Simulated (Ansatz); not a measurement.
This script makes the interaction energy of a dimer with the counterpoise correction of H2Si, SMILES [SiH2] with Ansatz 0.2.0, Python API.

`h2si_dimer.py`:
```python
"""Interaction energy of two H2Si molecules, with the counterpoise correction."""

import ansatz as az

FIRST = [
    ("Si", (-0.3138, 0.2993, -0.1365)),
    ("H", (0.8506, 0.7985, 0.5531)),
    ("H", (-0.5368, -1.0979, -0.4166)),
]
SECOND = [
    ("Si", (-1.4253, -4.1364, 0.3708)),
    ("H", (-2.3464, -4.9133, 1.1635)),
    ("H", (-1.3342, -2.6983, 0.4349)),
]

def energy(atoms, ghosts=()):
    molecule = az.Crystal.molecule()
    for symbol, xyz in atoms:
        molecule = molecule.atom(symbol, xyz)
    calc = (
        molecule.calculation()
        .basis(gaussian="aug-cc-pVDZ")
        .functional("r2scan")
    )
    deck = calc.input()
    if ghosts:
        deck = deck.set(az.key.basis.gaussian.ghost_atoms, [{"symbol": s, "position_ang": list(xyz)} for s, xyz in ghosts])
    return az.Session.from_dict(deck).plan().execute().report["free_energy_ev"]


def main() -> None:
    # monomers in their own basis and in the basis of the dimer
    both = energy(FIRST + SECOND)
    alone = energy(FIRST) + energy(SECOND)
    ghosted = energy(FIRST, SECOND) + energy(SECOND, FIRST)
    print(f"dimer {both:.6f} eV")
    print(f"interaction, uncorrected   {(both - alone):8.3f} eV")
    print(f"interaction, counterpoise  {(both - ghosted):8.3f} eV")
    print(f"basis-set superposition    {(alone - ghosted):8.3f} eV")


if __name__ == "__main__":
    main()
```

How large is the interaction at this pose, and how much of it is basis-set superposition?

Uncorrected it is 0.006 eV, with the counterpoise correction 0.013 eV; the difference, 0.01 eV, is the superposition error. In this basis both values are repulsive.

The output:

Output of `python h2si_dimer.py`:
```text
dimer -15812.090316 eV
interaction, uncorrected      0.006 eV
interaction, counterpoise     0.013 eV
basis-set superposition       0.007 eV
```

Total energies depend on the basis set; only differences at equal settings carry meaning. The dimer is a generated trial pose of unrelaxed monomers, not a minimum, so the figure is no binding energy, and the basis set is small. This level lacks the dispersion part of the attraction (electrostatics and induction are there), which can decide the sign where the interaction is weak. Hardware and time: 9.2 s on 1 thread of Arm Neoverse V2, with other jobs on the host, peak memory 0.19 GiB.
